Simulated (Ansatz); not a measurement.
The input, for Ansatz 0.2.0:

```yaml
crystal:
  periodic: [false, false, false]
  atoms:
    - {symbol: N, position_ang: [0.000000, 0.000000, 0.000000]}
    - {symbol: As, position_ang: [0.000000, 0.000000, 1.603400]}
basis:
  gaussian: {orbitals: cc-pVDZ}
magnetization: {spin_polarized: true, initial_magnetization: 2}
hamiltonian: {xc: hf}
accuracy: high
output: {forces: true, orbitals: {seedname: orbitals}}
```

```sh
$ ansatz run in.yaml --threads 1 --pin off --events-out ev --progress --plain --max-ram 2393MiB
```

Problem. Roughly how long does this take on 1 thread of Arm Neoverse V1, shared host, and how much host memory?

Solution. 3.1 s wall and 0.11 GiB.

```
783 factors; integrals over basis functions are off by at most 4.5e-9 eV
mean field evaluation 1: about -62269.6340 eV, gradient 1.8e1 eV
mean field evaluation 2: about -62269.6459 eV, gradient 1.8e1 eV
mean field evaluation 4: about -62271.7934 eV, gradient 2.8e0 eV
mean field evaluation 8: about -62272.2017 eV, gradient 9.1e-1 eV
mean field evaluation 16: about -62272.2944 eV, gradient 1.1e-5 eV
mean field evaluation 32: about -62272.2944 eV, gradient 4.6e-7 eV
mean field evaluation 64: about -62272.3091 eV, gradient 6.2e-1 eV
mean field evaluation 96: about -62271.8484 eV, gradient 4.1e0 eV
mean field evaluation 128: about -62271.6651 eV, gradient 8.7e0 eV
mean field evaluation 160: about -62272.2944 eV, gradient 3.0e-4 eV
mean field -62273.07862747 eV, -2288.4934293508 hartree, gradient 1.3e-8 eV, S^2 2.408390; 4 other end points of the search recorded, 0 dependent functions left out
the calculation of the forces begins
reference -62273.07862747 eV, -2288.4934293508 hartree; 21, 19 occupied and 20, 22 virtual orbitals, 783 factors
Total energy: -62273.07862747 eV, -2288.4934293508 hartree
Atom 0 at     0.000000     0.000000     0.000000 Å, force     0.000000    -0.000000    -9.037709 eV/Å
Atom 1 at     0.000000     0.000000     1.603400 Å, force    -0.000000     0.000000     9.037709 eV/Å
Dipole moment:     0.000000     0.000000     0.322041 e Å
```

Forces (eV/Å):
```
N    0.000  0.000 -9.038
As   0.000  0.000  9.038
```
